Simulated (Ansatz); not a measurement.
Two shapes of doublet C3H5.

Shape 1:

```xyz
8

C     0.0000    0.0000   -0.4419
C     0.0000    1.2299    0.1960
C     0.0000   -1.2299    0.1960
H     0.0000    0.0000   -1.5389
H     0.0000    2.1641   -0.3691
H     0.0000    1.2985    1.2879
H     0.0000   -2.1641   -0.3691
H     0.0000   -1.2985    1.2879
```

Shape 2:

```xyz
8

C     0.0000    0.0000   -0.4065
C     0.0000    1.1315    0.1804
C     0.0000   -1.1315    0.1804
H     0.0000    0.0000   -1.4158
H     0.0000    1.9910   -0.3396
H     0.0000    1.1946    1.1849
H     0.0000   -1.9910   -0.3396
H     0.0000   -1.1946    1.1849
```

Basis set: 6-31G* (spherical functions). Correlated methods keep 3 orbitals frozen. Charge 0, multiplicity 2.

Computed with Ansatz (development build ahead of 0.2.0); each method stands on the lowest determinant of its kind that the runs found.

Task: Which shape is lower in energy, and by how much in each method?

Result:

| method | E(2) − E(1) (eV) |
| --- | --- |
| UHF | 1.379 |
| UHF-MP2 | 1.416 |

Shape 1 is lower. Caution: the unrestricted determinant is spin contaminated.
